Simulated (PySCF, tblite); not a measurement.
# C5H8O: magnetic properties

Wanted: magnetic properties for C5H8O (`C=COC1CC1`).

Computed with tblite 0.8.0 and PySCF 2.14.0 and routines of our own; the level stands in each step. Atoms count from 0.

## 1. The starting structure

14 atoms, charge 0, multiplicity 1; geometry from: force field or distance geometry start.

## 2. Optimising the geometry with GFN2-xTB, one coordinate held

Job settings and geometry (Å):

```
{"job": {"kind": "relax", "xc": "GFN2-xTB", "basis": "xTB"}, "charge": 0, "multiplicity": 1}
C      1.818300    -1.873100     1.671000
C      1.446700    -0.689200     1.145900
O      0.199400    -0.478900     0.669200
C      0.011700     0.882600     0.185500
C     -1.273200     1.529300     0.630500
C     -1.097000     1.099000    -0.805400
H      2.812200    -2.027800     2.049400
H      1.110200    -2.688000     1.724700
H      2.134300     0.143300     1.089700
H      0.881600     1.518900     0.155200
H     -1.952900     0.957800     1.244900
H     -1.252800     2.588200     0.844700
H     -1.656900     0.238800    -1.136000
H     -0.942300     1.866000    -1.556000
```

Started as:

```
$ OMP_NUM_THREADS=1 python excited_run.py task.json out
```

One launch serves the whole session: the jobs run in the order shown.

What it wrote:

```text
step      E/eV     max force
  0    -511.05751    2.013
  1    -511.12551    1.476
  2    -511.15217    0.456
  3    -511.16018    0.230
  4    -511.16522    0.230
  5    -511.16765    0.192
  6    -511.17074    0.155
  7    -511.17166    0.127
  8    -511.17234    0.105
  9    -511.17295    0.113
 10    -511.17350    0.099
 11    -511.17387    0.082
 12    -511.17418    0.066
 13    -511.17454    0.054
 14    -511.17492    0.052
 15    -511.17525    0.047
 16    -511.17554    0.047
 17    -511.17583    0.050
 18    -511.17607    0.039
 19    -511.17621    0.025
 20    -511.17629    0.025
 21    -511.17637    0.030
 22    -511.17650    0.039
 23    -511.17662    0.032
 24    -511.17670    0.020
 25    -511.17674    0.015
 26    -511.17677    0.018
 27    -511.17682    0.023
 28    -511.17688    0.023
 29    -511.17693    0.018
 30    -511.17698    0.022
 31    -511.17701    0.020
 32    -511.17705    0.015
 33    -511.17707    0.016
 34    -511.17708    0.017
```

Wall time 0.17 s (1 thread of Arm Neoverse V2, shared host).

One coordinate is held by a constraint (a dihedral, as typed in the start), so the force along it need not vanish.

Step by step: (not every step is listed)

```tsv
step	energy from step 0 (eV)	largest force (eV/Å)
0	0.0000	2.0134
1	-0.0680	1.4764
2	-0.0947	0.4559
3	-0.1027	0.2305
4	-0.1077	0.2298
5	-0.1101	0.1918
6	-0.1132	0.1551
7	-0.1141	0.1268
8	-0.1148	0.1054
10	-0.1160	0.0994
12	-0.1167	0.0659
14	-0.1174	0.0523
16	-0.1180	0.0473
18	-0.1186	0.0389
20	-0.1188	0.0246
22	-0.1190	0.0387
24	-0.1192	0.0196
26	-0.1193	0.0177
28	-0.1194	0.0226
29	-0.1194	0.0180
30	-0.1195	0.0216
31	-0.1195	0.0197
32	-0.1195	0.0150
33	-0.1196	0.0161
34	-0.1196	0.0167
```

Distances of close pairs at the start and the end, largest changes first:

```tsv
bond	before (Å)	after (Å)	change (Å)
O2–C3	1.457	1.397	-0.060
C0–C1	1.347	1.323	-0.024
C3–H9	1.078	1.087	+0.009
C0–H7	1.081	1.074	-0.007
C3–C5	1.503	1.496	-0.006
C4–C5	1.509	1.503	-0.006
C3–C4	1.506	1.500	-0.006
C1–H8	1.081	1.087	+0.006
```

The final coordinates are the input of the step that follows.

## 3. Magnetic properties: GIAO B3LYP/pcSseg-1

Job settings and geometry (Å):

```
{"job": {"kind": "mag", "xc": "B3LYP", "basis": "pcSseg-1", "isotopologues": 0}, "charge": 0, "multiplicity": 1}
C      1.790805    -1.865503     1.652246
C      1.475949    -0.681258     1.152271
O      0.246020    -0.407867     0.658420
C     -0.002073     0.895687     0.221265
C     -1.293774     1.540096     0.627349
C     -1.089179     1.082607    -0.789664
H      2.777823    -2.059231     2.024443
H      1.070474    -2.661145     1.695469
H      2.198195     0.129669     1.105097
H      0.888248     1.515085     0.151299
H     -1.959919     0.960138     1.245881
H     -1.295417     2.598111     0.838510
H     -1.615824     0.197271    -1.107704
H     -0.951886     1.823224    -1.561864
```

With the program's defaults for keys left out, this is: GIAO B3LYP/pcSseg-1 magnetisability, rotational g tensor and spin-rotation constants, non-relativistic, gas phase.

What it wrote:

```text
coarse grid: 11480 points
cycle   1  E = -270.3322376317  dE =  8.860e-01  |g| = 6.190e-01  |ddm| = 3.265e+00
cycle   2  E = -270.2703949368  dE =  6.184e-02  |g| = 8.451e-01  |ddm| = 1.086e+00
cycle   3  E = -270.4107451787  dE = -1.404e-01  |g| = 1.036e-01  |ddm| = 6.661e-01
cycle   4  E = -270.4125208891  dE = -1.776e-03  |g| = 3.891e-02  |ddm| = 8.425e-02
cycle   5  E = -270.4127921660  dE = -2.713e-04  |g| = 1.584e-02  |ddm| = 3.678e-02
cycle   6  E = -270.4128517295  dE = -5.956e-05  |g| = 3.799e-03  |ddm| = 1.545e-02
cycle   7  E = -270.4128551148  dE = -3.385e-06  |g| = 8.482e-04  |ddm| = 3.487e-03
final grid: 110224 points
cycle   8  E = -270.4723864986  dE = -3.676e-05  |g| = 6.951e-03  |ddm| = 2.280e-02
cycle   9  E = -270.4723773559  dE =  9.143e-06  |g| = 9.829e-03  |ddm| = 1.131e-02
cycle  10  E = -270.4723969466  dE = -1.959e-05  |g| = 1.507e-03  |ddm| = 6.705e-03
cycle  11  E = -270.4723974146  dE = -4.679e-07  |g| = 2.083e-04  |ddm| = 1.337e-03
cycle  12  E = -270.4723974200  dE = -5.476e-09  |g| = 1.465e-04  |ddm| = 2.834e-04
cycle  13  E = -270.4723974255  dE = -5.430e-09  |g| = 2.274e-05  |ddm| = 1.185e-04
cycle  14  E = -270.4723974256  dE = -1.034e-10  |g| = 8.050e-06  |ddm| = 2.062e-05
converged SCF energy = -270.4723974256

Magnetisability tensor (1e-30 J/T^2)
     -914.21       29.07       20.69
       29.07    -1100.50       36.01
       20.69       36.01    -1014.14
isotropic -1009.62   principal values   -1115.67  -1009.75   -903.43
isotropic susceptibility -60.801 1e-6 cm^3/mol

Inertial axes            a          b          c
rot. const./GHz     14.0778     1.8022     1.7721
chi total           -62.805    -60.601    -58.996
chi diamagnetic    -174.284   -769.007   -777.658
chi paramagnetic    111.479    708.405    718.663
quadrupole/D A        0.830     -3.550      2.720
g nuclear            0.7196     0.5979     0.5920
g electronic        -0.7373    -0.5998    -0.5983
g total             -0.0176    -0.0019    -0.0063

Spin-rotation constants (kHz, H = +C I.J)
atom  isotope        aa         bb         cc
  6     1H        0.398     -0.212     -0.108
  7     1H       -1.460     -0.194      0.124
  8     1H       -1.325     -0.190      0.155
  9     1H       -1.323     -0.208      0.068
 10     1H       -1.541     -0.176     -0.009
 11     1H       -1.027     -0.109     -0.148
 12     1H       -1.542     -0.115     -0.068
 13     1H       -0.868     -0.162     -0.115
  0    13C*       4.254      0.271      0.579
  1    13C*       5.017      0.480      0.835
  2    17O*      -3.077     -0.238     -0.277
  3    13C*       2.740      0.449      0.348
  4    13C*       1.597      0.338      0.168
* in the singly substituted isotopologue
```

It took 12 s on 1 thread of Arm Neoverse V2, shared host; peak memory 0.68 GiB.

In short:

```tsv
quantity	value
magnetisability	-1010·10⁻³⁰ J/T²
molar susceptibility	-60.8·10⁻⁶ cm³/mol
rotational g (a, b, c)	-0.0176, -0.0019, -0.0063
```

## 4. What came out

| quantity | value |
| --- | --- |
| magnetisability (step 3, GIAO B3LYP/pcSseg-1) | -1010·10⁻³⁰ J/T² |
| molar susceptibility (step 3, GIAO B3LYP/pcSseg-1) | -60.8·10⁻⁶ cm³/mol |
| rotational g (a, b, c) (step 3, GIAO B3LYP/pcSseg-1) | -0.0176, -0.0019, -0.0063 |

The values above hold for this geometry and these levels alone. Vibrational averaging and real surroundings are missing from these values.
